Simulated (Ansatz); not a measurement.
A structure drawn as `C[SiH]C`, with this starting geometry:

```xyz
10

C     1.278    0.183   -0.766
Si    0.179   -0.787    0.265
C    -1.223    0.230    0.862
H     0.813    0.508   -1.660
H     2.191   -0.417   -1.111
H     1.750    1.043   -0.217
H    -0.325   -1.994   -0.479
H    -0.914    1.028    1.468
H    -1.897   -0.389    1.565
H    -1.852    0.594    0.072
```

Total charge 0; spin multiplicity 2.

Relax it with Ansatz at PBE-D4/def2-SVP and then PBE0-D4/def2-TZVP. Is the drawn bonding still there?

Yes, every drawn bond is still there and no new one forms.

Give the relaxed structure. (Estimate.)

Ansatz gave: 
Z-matrix (Å, degrees):
```
C
Si 1 1.877
H 1 1.092 2 111.1
H 1 1.095 2 110.6 3 119.9
H 1 1.092 2 111.0 3 -120.3
C 2 1.877 1 111.8 3 -179.6
H 2 1.495 1 110.2 3 -56.7
H 6 1.095 2 110.6 1 59.7
H 6 1.092 2 111.0 1 -60.1
H 6 1.092 2 111.1 1 179.6
```
All modes are real.

Atoms count as bonded under 1.1 times the sum of their covalent radii (H–H under 0.85 Å, pairs among N, O and F under 1.55 Å), and a drawn bond as lost past 1.3 times.
